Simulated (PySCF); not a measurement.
A rate constant, worked out

An elementary step of CH6SSi, closed shell (CH₆SSi ([CH3][SiH2][SH]) → SiH₂S ([SiH2][S]) + CH₄; Si–C, S–H broken or loosened, C–H formed or tightened). The start structure is the reactant molecule, and the electronic barrier above it is 2.437 eV by CCSD(T) at an estimated basis limit (MP2 extrapolated from triple and quadruple zeta, plus CCSD(T) − MP2 in triple zeta). Computed with PySCF 2.14 with density fitting (its default auxiliary sets; JK sets also for MP2 and CCSD(T)) (basis: def2-TZVPP and def2-QZVPP); correlated methods freeze the cores. Extrapolation: Hartree–Fock as exp(−7.88 √X), correlation as X^−2.97. Harmonic wavenumbers (analytic Hessian with the translational sum rule) at PBE0-D4/def2-TZVP (PySCF 2.14 with density fitting (its default auxiliary sets; JK sets also for MP2 and CCSD(T))), in cm⁻¹:

Start: 160, 167, 207, 463, 499, 595, 691, 732, 815, 885, 905, 942, 1275, 1445, 1448, 2213, 2233, 2707, 3049, 3133, 3145.

Saddle: 1259i, 80, 330, 414, 517, 562, 633, 657, 816, 888, 980, 1054, 1229, 1424, 1436, 1761, 2209, 2212, 3043, 3112, 3193.

Problem. Work out the transition-state-theory rate constant at 900 K from these numbers alone (harmonic vibrations; rotation, path degeneracy and anharmonicity left out), and the Wigner tunnelling factor. Use 1 cm⁻¹ = 1.2398 × 10⁻⁴ eV and k_B = 8.617 × 10⁻⁵ eV/K.

Solution. Zero-point energies, half the sums: start 27709/2 cm⁻¹ = 1.7177 eV; saddle, real modes only, 26550/2 cm⁻¹ = 1.6459 eV.
Barrier with zero-point energy: 2.437 + 1.6459 − 1.7177 = 2.3652 eV.
k_BT = 0.07756 eV, so the barrier is 30.50 k_BT.
Vibrational partition functions from the zero-point level, ln q = −Σ ln(1 − exp(−hν/k_BT)): start 8.270, saddle 7.258.
k = (k_BT/h) exp(ln q‡ − ln q) exp(−E0/k_BT), with log₁₀(k_BT/h in s⁻¹) = 13.27: log₁₀ k = 13.27 + (-1.012 − 30.50)/2.3026 = -0.42, so k ≈ 4 × 10^(-1) s⁻¹.
Wigner factor: 1 + (hν‡/k_BT)²/24 = 1 + (2.01)²/24 = 1.17. A change of 1 kcal/mol (0.043 eV) in the barrier would change k by a factor of 1.7 at this temperature.

T1 diagnostic: at most 0.017.

Labels in which every atom is bracketed show which atoms are joined, not bond orders.

For scale, one of the runs: CCSD(T)/def2-TZVPP, 199 basis functions, launched by `OMP_NUM_THREADS=4 python run.py`. Hardware: 4 CPU threads of an Arm Neoverse V1, shared host. Wall time 5.2 min; peak host memory 2.1 GiB.
